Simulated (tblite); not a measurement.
Compound: CH2S2.
Numbering: `[S:1]=[CH:2][SH:3]` (hydrogens: H4 on C2; H5 on S3)

Geometry (GFN2-xTB, Å), atoms numbered from 1 in this order:
```
atom  x, y, z in Å
S1    -0.896    1.451   -0.397
C2    -0.535   -0.107   -0.147
S3     1.039   -0.814   -0.208
H4    -1.296   -0.841    0.086
H5     1.698    0.313   -0.490
```

All values are computed: GFN2-xTB (tblite) harmonic vibrations without scaling, gas phase. The method is semi-empirical: single wavenumbers can be off by several per cent or more. Modes of hydrogen on sulfur can be 10 to 20 % off. One conformer, not necessarily the lowest.

How many normal modes are there?

5 atoms, non-linear: 3N − 6 = 9.

What is the point group of the computed structure, and how do the modes divide by symmetry?

Cs. The vibrations span 7 a′ + 2 a″.

How many distinct wavenumbers does the calculation give?

9: Cs has no degenerate species.

How many fundamentals are allowed in the infrared by symmetry?

9 of 9: in Cs every mode is allowed. All fundamentals are allowed in the Raman spectrum.

How far is the lowest real mode excited at 77 K, as a harmonic oscillator?

θ = hcν̃/k = 433 K for 300.8 cm⁻¹, so N1/N0 = 0.0036 and ⟨v⟩ = 1/(exp(θ/T) − 1) = 0.0036.
